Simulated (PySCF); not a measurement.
Polarisability of `[C+]C#C`

Species: C3H (charge +1 and singlet state).
Geometry (PBE0-D3(BJ)/def2-SVP, Å), atoms numbered from 1 in this order:
```
atom  x, y, z in Å
C1     1.8048   -0.7426   -0.3706
C2     0.5362   -0.3735   -0.1115
C3    -0.6342   -0.0384    0.1219
H4    -1.6681    0.2580    0.3275
```

The species is `[C+]C#C` [singlet].

Level: PBE0/def2-SVPD (PySCF), static field, nuclei fixed, core orbitals frozen in the response. The polarisability tensor in these axes (au):

```
x   42.09 -6.90 -4.82
y   -6.90 20.11  1.39
z   -4.82  1.39 19.10
```

Q: Diagonalise the tensor; give its mean and Δα, where Δα² is half the sum of the squared differences of the eigenvalues.

A: Principal values 18.13, 18.13 and 45.05 au; mean 27.10 au = 4.02 Å³ = 4.47 × 10⁻⁴⁰ C²·m²/J; Δα = 26.92 au (99 % of the mean).

Q: Rayleigh depolarisation ratio (linearly polarised light, static tensor)?

A: ρ = 3Δα²/(45ᾱ² + 4Δα²) = 2174.1/(33050 + 2898.7) = 0.0605.

Q: Form Σ f/ω² (atomic units) for the 10 lowest TDDFT singlets, given as eV and f, and set it beside the mean polarisability, which is this sum over all singlets: 3.13, 0.0095; 3.13, 0.0095; 3.77, 0.0000; 4.06, 0.0000; 4.06, 0.0000; 8.17, 0.8552; 9.80, 0.0130; 9.80, 0.0131; 9.97, 0.0216; 9.97, 0.0215.

A: They add up to 11.45 au, 42.3 % of the 27.10 au; the largest single term is 9.49 au, from the state at 8.17 eV. Terms in order: 0.72, 0.72, 0.00, 0.00, 0.00, 9.49, 0.10, 0.10, 0.16, 0.16 au. Higher excitations give the rest. The strengths listed sum to 0.943.

Q: Give the eigenvalues of the traceless quadrupole moment Θ = ½Σq(3rr − r²1), origin at the centre of nuclear charge.

A: -5.09, -5.09, 10.19 D·Å. The values depend on the origin, since the species is charged. The electronic extent ⟨r²⟩ about the same centre is 116 bohr², a root-mean-square distance of 1.34 Å for the 18 electrons.

Isolated species at its PBE0-D3(BJ)/def2-SVP geometry, gas phase.
